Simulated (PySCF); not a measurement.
## TDDFT excited states: ClFO2S

Compound: sulfuryl chloride fluoride, ClFO₂S.
InChI=1S/ClFO2S/c1-5(2,3)4

Method: TDDFT wB97X-D/def2-SVPD, vertical, gas phase, core orbitals frozen in the response (PySCF 2.14.0, density-fitted response routines). Geometry: PBE0-D3(BJ)/def2-SVP; no solvent, vibrations or thermal averaging.

Problem. Predict the UV-vis stick spectrum at this level.

Solution. 

| state | λ (nm) | E (eV) | f | main configurations (H = HOMO, L = LUMO) |
| --- | --- | --- | --- | --- |
| S1 | 216.2 | 5.73 | 0.0024 | H→L (97%) |
| S2 | 202.5 | 6.12 | 0.0028 | H-1→L (95%) |
| S3 | 190.2 | 6.52 | 0.0015 | H-2→L (98%) |
| S4 | 165.6 | 7.49 | 0.0008 | H-4→L (96%) |
| S5 | 156.9 | 7.90 | 0.190 | H-3→L (81%) |
| S6 | 153.0 | 8.10 | 0.0001 | H→L+1 (74%), H→L+2 (12%) |
| S7 | 150.9 | 8.22 | 0.015 | H-5→L (96%) |
| S8 | 141.1 | 8.79 | 0.0046 | H-2→L+1 (56%), H→L+2 (26%) |
| S9 | 134.2 | 9.24 | 0.077 | H-1→L+1 (45%), H-3→L+1 (24%), H-1→L+2 (8%) |
| S10 | 133.1 | 9.31 | 0.0001 | H→L+2 (35%), H-2→L+1 (17%), H→L+1 (12%) |

Triplets (Tamm–Dancoff): T1 5.06 eV, H→L (92%); T2 5.40 eV, H-1→L (97%); T3 6.21 eV, H-2→L (93%); T4 6.33 eV, H-3→L (95%).

The lowest singlet comes at 216 nm (553 kJ/mol) in the ultraviolet; it is very weak; its leading configuration is HOMO→LUMO (97%). The strongest level in the table is S5 at 7.90 eV (157 nm, f = 0.190). Löwdin shares by element: HOMO chlorine 51%, oxygen 47%; LUMO chlorine 46%, sulfur 26%, oxygen 20%. Orbital energies (eV): HOMO-3 -13.51, HOMO-2 -12.81, HOMO-1 -12.67, HOMO -12.14, LUMO -1.06, LUMO+1 1.40, LUMO+2 1.68. The oscillator strengths of these states sum to 0.295; summed over the whole spectrum of an exact calculation they would give the number of electrons, 58 (Thomas–Reiche–Kuhn). Weighted by f, the mean energy of these states is 8.24 eV. The vertical ionisation energy (ΔSCF) is 12.82 eV, 3.51 eV above S10. The window holds the lowest 10 singlets.
